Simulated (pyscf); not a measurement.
A first-order saddle from PySCF, ωB97X-D3(BJ)/def2-SVP:

```xyz
5

O      0.4406    -0.0856     0.6692
P     -0.9537    -0.5274     0.8995
H     -1.3620    -1.6963    -0.1437
H     -1.9569     0.1725    -0.1608
H     -1.7834    -0.8058    -0.6013
```
Charge 0, spin multiplicity 1.

Surface: singlet, charge 0. Lowest wavenumbers (cm⁻¹): 1605i, 630, 779, 1009, 1300.

Question: What reaction is this the transition state of?

Answer: O=PH + hydrogen (H₂) <-> O=PH + hydrogen (H₂), a four-centre exchange read from left to right: H–P, H–H broken and H–P, H–H formed. At ωB97M-D3(BJ)/def2-TZVP it lies +22.6 kcal/mol from the left side and +22.6 kcal/mol from the right (each side as separated species at their lowest minima found). One saddle was located; it need not be the lowest between these sides.
